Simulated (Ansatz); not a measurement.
# A workflow on BH2ClO (SMILES OBCl)

We compute a series of 30 runs (HF/STO-3G, UHF/STO-3G, HF/3-21G, UHF/3-21G, HF/6-31G*, UHF/6-31G*, B3LYP/6-31G*, UB3LYP/6-31G*, and more) of BClH2O. 

The calculation is run with Ansatz 0.2.0.

## 1. Starting point

BH2ClO has 5 atoms, charge 0, and is taken as a singlet. As SMILES, `OBCl`. The shape is that of a PBE0-D4/def2-TZVP optimisation. This is one conformer, not always the lowest. The run starts from this shape.

Bond lengths: O1–B2 1.340 Å, B2–Cl3 1.766 Å, O1–H4 0.963 Å, B2–H5 1.189 Å. Angles: O1–B2–Cl3 121.0°, O1–B2–H5 119.8°, Cl3–B2–H5 119.2°, B2–O1–H4 113.9°.

## 2. A structure relaxation at HF/STO-3G (start density atoms) (run 1)

Contents of job.yaml:

```yaml
crystal:
  periodic: [false, false, false]
  atoms:
    - symbol: O
      position_ang: [-0.863300, -0.618600, -0.002900]
    - symbol: B
      position_ang: [0.379000, -0.137200, 0.137900]
    - symbol: Cl
      position_ang: [0.788600, 1.496000, -0.395300]
    - symbol: H
      position_ang: [-1.477700, 0.001200, -0.409700]
    - symbol: H
      position_ang: [1.223300, -0.815100, 0.628600]
basis:
  gaussian:
    orbitals: STO-3G
relax:
  f_tol: 0.002
hamiltonian:
  xc: hf
output: {orbitals: {seedname: orbitals}}
```

Started as:

```bash
$ ansatz run job.yaml --threads 1 --pin off --max-ram 3480MiB --events-out events.jsonl --progress --plain --runs-dir runs
```

The log of the run:

```text
Warning: RAYON_NUM_THREADS=1 ignored (pool sized by the plan → 1); use --threads N
The last accepted step is kept in runs//last_step.txt (removed where the run ends without a failure and the disk answers)
[... 49 lines left out ...]
Total energy: -15076.44202905 eV, -554.0490253882 hartree
[... 5 lines left out ...]
Dipole moment:    -0.336055    -0.187519    -0.015554 e Å
```

It took 2.6 s on 1 thread of Arm Neoverse V2, shared host; peak memory 0.1 GiB.

The path in brief:

```
step  energy from the first frame kept (eV)  largest force (eV/Å)
   1                                 0.0000                1.9143
   2                                -0.0458                0.5648
   3                                -0.0491                0.1301
   4                                -0.0491                0.0810
   5                                -0.0493                0.0092
   6                                -0.0493                0.0004
```

After the run. Bond lengths: O1–B2 1.324 Å, B2–Cl3 1.800 Å, O1–H4 0.983 Å, B2–H5 1.161 Å. Angles: O1–B2–Cl3 120.8°, O1–B2–H5 120.4°, Cl3–B2–H5 118.8°, B2–O1–H4 113.8°.

## 3. The harmonic vibrations at HF/STO-3G (start density atoms) (run 2)

Contents of job.yaml:

```yaml
crystal:
  periodic: [false, false, false]
  atoms:
    - symbol: O
      position_ang: [-0.851483, -0.627433, 0.003725]
    - symbol: B
      position_ang: [0.377228, -0.154583, 0.144254]
    - symbol: Cl
      position_ang: [0.792159, 1.510285, -0.400012]
    - symbol: H
      position_ang: [-1.476197, 0.007269, -0.411735]
    - symbol: H
      position_ang: [1.208193, -0.809238, 0.622369]
basis:
  gaussian: {orbitals: STO-3G}
hamiltonian: {xc: hf}
phonons: {temperatures: {t_min: 298.15, t_max: 298.15, t_step: 1}}
```

Started as:

```bash
$ ansatz run job.yaml --threads 1 --pin off --max-ram 3480MiB --events-out events.jsonl --progress --plain --runs-dir runs
```

The log of the run:

```text
Warning: RAYON_NUM_THREADS=1 ignored (pool sized by the plan → 1); use --threads N
[... 169 lines left out ...]
Total energy: -15076.44202929 eV, -554.0490253970 hartree
[... 5 lines left out ...]
Dipole moment:    -0.336056    -0.187519    -0.015554 e Å
Vibrations: 422.97 731.32 857.84 1022.72 1204.07 1409.57 1619.05 3292.05 4309.74 cm⁻¹, zero-point energy 0.921781 eV
```

Wall time 4.2 s (1 thread of Arm Neoverse V2, shared host).

Runs 3 to 19 aren't shown in full; the table further down has their settings and results.

## 4. The doublet cation: a geometry optimisation at UPBE/def2-SVP (start density atoms) (run 20)

Contents of job.yaml:

```yaml
crystal:
  periodic: [false, false, false]
  atoms:
    - {symbol: O, position_ang: [-0.868075, -0.628120, -0.000420]}
    - {symbol: B, position_ang: [0.380564, -0.134379, 0.137171]}
    - {symbol: Cl, position_ang: [0.786986, 1.511098, -0.401647]}
    - {symbol: H, position_ang: [-1.483527, 0.008299, -0.414020]}
    - {symbol: H, position_ang: [1.233951, -0.830598, 0.637515]}
basis:
  gaussian: {orbitals: def2-SVP}
total_charge: 1
magnetization: {spin_polarized: true, initial_magnetization: 1}
hamiltonian: {xc: {name: PBE}}
relax: {}
```

Started as:

```bash
$ ansatz run job.yaml --threads 1 --pin off --max-ram 3480MiB --events-out events.jsonl --progress --plain --runs-dir runs
```

The log of the run:

```text
Warning: RAYON_NUM_THREADS=1 ignored (pool sized by the plan → 1); use --threads N
[... 20 lines left out ...]
608 factors; their error is unknown
[... 18 lines left out ...]
608 factors; their error is unknown
[... 5 lines left out ...]
608 factors; their error is unknown
[... 5 lines left out ...]
608 factors; their error is unknown
[... 5 lines left out ...]
608 factors; their error is unknown
[... 6 lines left out ...]
608 factors; their error is unknown
[... 4 lines left out ...]
608 factors; their error is unknown
[... 4 lines left out ...]
Total energy: -15255.56188473 eV, -560.6315586726 hartree
[... 5 lines left out ...]
Dipole moment:    -0.308230    -0.202600    -0.000657 e Å
```

Wall time 23 s (1 thread of Arm Neoverse V2, shared host); peak memory 0.14 GiB.

Steps, from the record of the run:

```
step  energy from the first frame kept (eV)  largest force (eV/Å)
   1                                 0.0000                2.1599
   2                                -0.1853                2.8096
   3                                -0.3569                1.6284
   4                                -0.4601                1.0650
   5                                -0.5647                0.4653
   6                                -0.5566                1.4293
   7                                -0.5729                0.1087
   8                                -0.5747                0.0323
   9                                -0.5749                0.0078
```

After the run. Bond lengths: O1–B2 1.284 Å, B2–Cl3 1.734 Å, O1–H4 0.981 Å, B2–H5 1.322 Å. Angles: O1–B2–Cl3 146.3°, O1–B2–H5 119.9°, Cl3–B2–H5 93.8°, B2–O1–H4 133.5°.

Runs 21 to 29 aren't shown in full; the table further down has their settings and results.

## 5. Vibrational wavenumbers at PBE-D3(BJ)/def2-TZVP (start density atoms) (run 30)

Contents of input.yaml:

```yaml
crystal:
  periodic: [false, false, false]
  atoms:
    - {symbol: O, position_ang: [-0.869321, -0.627692, -0.000921]}
    - {symbol: B, position_ang: [0.382345, -0.136679, 0.138567]}
    - {symbol: Cl, position_ang: [0.792500, 1.504938, -0.397813]}
    - {symbol: H, position_ang: [-1.485519, 0.005230, -0.413401]}
    - {symbol: H, position_ang: [1.229895, -0.819497, 0.632168]}
basis:
  gaussian:
    orbitals: def2-TZVP
hamiltonian:
  xc: pbe
  dispersion: d3bj
phonons:
  temperatures: {t_min: 298.15, t_max: 298.15, t_step: 1}
```

Started as:

```bash
$ ansatz run input.yaml --threads 1 --pin off --max-ram 3480MiB --events-out events.jsonl --progress --plain --runs-dir runs
```

The log of the run:

```text
Warning: RAYON_NUM_THREADS=1 ignored (pool sized by the plan → 1); use --threads N
[... 21 lines left out ...]
664 factors; their error is unknown
[... 31 lines left out ...]
664 factors; their error is unknown
[... 30 lines left out ...]
664 factors; their error is unknown
[... 30 lines left out ...]
664 factors; their error is unknown
[... 25 lines left out ...]
664 factors; their error is unknown
[... 5 lines left out ...]
664 factors; their error is unknown
[... 4 lines left out ...]
664 factors; their error is unknown
[... 4 lines left out ...]
664 factors; their error is unknown
[... 4 lines left out ...]
664 factors; their error is unknown
[... 4 lines left out ...]
664 factors; their error is unknown
[... 10 lines left out ...]
Dipole moment:    -0.223599     0.053844    -0.080560 e Å
Vibrations: 371.11 631.54 722.35 839.45 974.44 1122.48 1316.74 2634.29 3679.76 cm⁻¹, zero-point energy 0.762017 eV
```

Run time: 38 s. Hardware: 1 thread of Arm Neoverse V2, shared host; peak memory 0.11 GiB.

## 6. Overview of the runs

```
run                                                     level         task  walk f tol  partner  energy (Eh)  dipole moment (D)  wall time
  1                           HF/STO-3G (start density atoms)     optimise       0.002     base  -554.049025               1.85      2.6 s
  2                           HF/STO-3G (start density atoms)  frequencies           –     base  -554.049025               1.85      4.2 s
  3                          UHF/STO-3G (start density atoms)       energy           –   cation  -553.686684                  –     0.24 s
  4                          UHF/STO-3G (start density atoms)     optimise           –   cation  -553.717824                  –      4.5 s
  5                            HF/3-21G (start density atoms)     optimise       0.002     base  -557.538410               1.91      3.9 s
  6                            HF/3-21G (start density atoms)  frequencies           –     base  -557.538409               1.91      3.3 s
  7                           UHF/3-21G (start density atoms)       energy           –   cation  -557.128185                  –      0.5 s
  8                           UHF/3-21G (start density atoms)     optimise           –   cation  -557.176841                  –      8.1 s
  9      HF/6-31G* (Cartesian functions, start density atoms)     optimise       0.002     base  -560.283704               1.20      5.4 s
 10      HF/6-31G* (Cartesian functions, start density atoms)  frequencies           –     base  -560.283704               1.20      8.4 s
 11     UHF/6-31G* (Cartesian functions, start density atoms)       energy           –   cation  -559.877624                  –      1.2 s
 12     UHF/6-31G* (Cartesian functions, start density atoms)     optimise           –   cation  -559.893087                  –       11 s
 13   B3LYP/6-31G* (Cartesian functions, start density atoms)     optimise       0.002     base  -561.561446               1.34       12 s
 14   B3LYP/6-31G* (Cartesian functions, start density atoms)  frequencies           –     base  -561.561446               1.34       26 s
 15  UB3LYP/6-31G* (Cartesian functions, start density atoms)       energy           –   cation  -561.128378                  –      5.1 s
 16  UB3LYP/6-31G* (Cartesian functions, start density atoms)     optimise           –   cation  -561.145208                  –       27 s
 17                        PBE/def2-SVP (start density atoms)     optimise       0.002     base  -561.032373               1.41      8.4 s
 18                        PBE/def2-SVP (start density atoms)  frequencies           –     base  -561.032373               1.41       17 s
 19                       UPBE/def2-SVP (start density atoms)       energy           –   cation  -560.610430                  –      8.1 s
 20                       UPBE/def2-SVP (start density atoms)     optimise           –   cation  -560.631559                  –       23 s
 21     MP2/6-31G* (Cartesian functions, start density atoms)     optimise       0.002     base  -560.668340               1.30      7.8 s
 22     MP2/6-31G* (Cartesian functions, start density atoms)  frequencies           –     base  -560.668340               1.30       21 s
 23    UMP2/6-31G* (Cartesian functions, start density atoms)       energy           –   cation  -560.236762                  –      1.6 s
 24    UMP2/6-31G* (Cartesian functions, start density atoms)     optimise           –   cation  -560.247777                  –       21 s
 25                        CCSD/cc-pVDZ (start density atoms)     optimise       0.002     base  -560.750875               1.25       59 s
 26                        CCSD/cc-pVDZ (start density atoms)  frequencies           –     base  -560.750875               1.25    2.5 min
 27                          HF/cc-pVTZ (start density atoms)     optimise       0.002     base  -560.367889               1.07       13 s
 28                          HF/cc-pVTZ (start density atoms)  frequencies           –     base  -560.367889               1.07       28 s
 29                PBE-D3(BJ)/def2-TZVP (start density atoms)     optimise       0.002     base  -561.313179               1.17       14 s
 30                PBE-D3(BJ)/def2-TZVP (start density atoms)  frequencies           –     base  -561.313179               1.17       38 s
```

## 7. Summary of results

```
                                                                             quantity          value
                                           run 30, PBE-D3(BJ)/def2-TZVP: total energy  -561.31318 Eh
                                          run 30, PBE-D3(BJ)/def2-TZVP: dipole moment         1.17 D
                                      run 30, PBE-D3(BJ)/def2-TZVP: dispersion energy   -6.68 kJ/mol
                               run 30, PBE-D3(BJ)/def2-TZVP: largest force on an atom     0.001 eV/Å
                             run 30, PBE-D3(BJ)/def2-TZVP: lowest harmonic wavenumber       371 cm⁻¹
                            run 30, PBE-D3(BJ)/def2-TZVP: highest harmonic wavenumber      3680 cm⁻¹
                                      run 30, PBE-D3(BJ)/def2-TZVP: zero-point energy    73.5 kJ/mol
                         vertical ionisation energy (to the doublet cation), HF/3-21G      11.163 eV
                        vertical ionisation energy (to the doublet cation), HF/6-31G*      11.050 eV
                     vertical ionisation energy (to the doublet cation), B3LYP/6-31G*      11.784 eV
                       vertical ionisation energy (to the doublet cation), MP2/6-31G*      11.744 eV
   adiabatic ionisation energy (to the doublet cation, no zero-point term), HF/STO-3G       9.012 eV
   adiabatic ionisation energy (to the doublet cation, no zero-point term), HF/6-31G*      10.629 eV
adiabatic ionisation energy (to the doublet cation, no zero-point term), B3LYP/6-31G*      11.326 eV
adiabatic ionisation energy (to the doublet cation, no zero-point term), PBE/def2-SVP      10.907 eV
```

**Reading.** At HF/3-21G: removing an electron at fixed nuclei costs 11.16 eV (257 kcal/mol). At HF/6-31G*: the vertical ionisation energy comes to 11.05 eV (255 kcal/mol). At B3LYP/6-31G*: removing an electron at fixed nuclei costs 11.78 eV (272 kcal/mol). At MP2/6-31G*: the vertical ionisation energy comes to 11.74 eV (1133 kJ/mol). At HF/STO-3G: the adiabatic ionisation energy (to the doublet cation, no zero-point term) is 9.01 eV (870 kJ/mol). In a minimal basis such a difference can be off by several eV, whatever the method. Totals of different functionals can't be ranked against each other. In runs 1, 2, 3, 4 the basis is minimal, so the values are rough. All runs together took 8.9 min, the longest 2.5 min.
